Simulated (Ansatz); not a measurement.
Born–Oppenheimer molecular dynamics of C2H3N + C2H4 (12 atoms, charge 0, multiplicity 1). It starts from a relaxed structure.

These are results of RKS PBE0/STO-3G (Ansatz), not measurements.

| Quantity | Value |
| --- | --- |
| ensemble | NVT, Langevin thermostat |
| time step | 0.5 fs |
| steps asked | 250 |
| set temperature | 500 K |
| friction | 0.001 /fs |
| seed | 511254 |

First frame:

```xyz
12
Properties=species:S:1:pos:R:3
C -0.574 -0.361 -2.539
C 0.439 0.058 -3.287
H -0.548 -0.327 -1.442
H -1.488 -0.762 -2.989
H 0.412 0.024 -4.380
H 1.355 0.462 -2.844
C 0.182 0.234 3.398
C -0.154 -0.010 1.972
N -0.424 -0.205 0.829
H 1.029 -0.401 3.700
H 0.458 1.290 3.546
H -0.685 -0.001 4.036
```

**Question.** How far do the bonds stretch over the last three quarters of this one trajectory? (Pairs bonded in most of those frames.)

**Answer.** 
| bond | mean (Å) | spread (Å) | shortest | longest |
| --- | --- | --- | --- | --- |
| C1–C2 | 1.328 | 0.012 | 1.31 | 1.35 |
| C1–H3 | 1.099 | 0.031 | 1.05 | 1.15 |
| C1–H4 | 1.096 | 0.022 | 1.05 | 1.14 |
| C2–H5 | 1.097 | 0.026 | 1.06 | 1.14 |
| C2–H6 | 1.095 | 0.020 | 1.06 | 1.13 |
| C7–C8 | 1.490 | 0.015 | 1.46 | 1.52 |
| C7–H10 | 1.108 | 0.039 | 1.04 | 1.17 |
| C7–H11 | 1.106 | 0.032 | 1.05 | 1.16 |
| C7–H12 | 1.105 | 0.030 | 1.05 | 1.15 |
| C8–N9 | 1.193 | 0.011 | 1.17 | 1.21 |

Mean temperature of the second half: 295 K. The mean temperature of the second half is 41 % below the set value. A run of 0.12 ps of so small a system gives no equilibrium averages. Limits of this set-up: minimal basis.

Time of the run: 4.2 min on 1 thread of Arm Neoverse V2, on a shared host, peak memory 0.076 GiB.
